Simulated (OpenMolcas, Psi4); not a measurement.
## Worked example: vertical energy of the triplet above the singlet of C2H3ClO (acetyl chloride)

C2H3ClO: 7 atoms, total charge 0, spin state singlet. As SMILES, `CC(=O)Cl`. Geometry: relaxed at PBE0-D4/def2-TZVP.

Both states at this one shape; open shells run unrestricted unless said. 1 Eh = 27.2114 eV.

```tsv
level	program	singlet C2H3ClO (Eh)	triplet C2H3ClO (Eh)
revPBE/cc-pVDZ	Psi4	-613.338226	-613.162921
M06-2X/cc-pVDZ	OpenMolcas	-613.379731	-613.199118
CAM-B3LYP/cc-pVDZ	Psi4	-613.402234	-613.228962
```

Problem. Work out the vertical gap, second state less first, at each level.

Solution. 
1. revPBE/cc-pVDZ: -613.162921 − (-613.338226) = 0.175305 Eh = 4.77 eV.
2. M06-2X/cc-pVDZ: -613.199118 − (-613.379731) = 0.180613 Eh = 4.91 eV.
3. CAM-B3LYP/cc-pVDZ: -613.228962 − (-613.402234) = 0.173272 Eh = 4.71 eV.

No measured value is set beside it here; the levels span 4.71 to 4.91 eV.
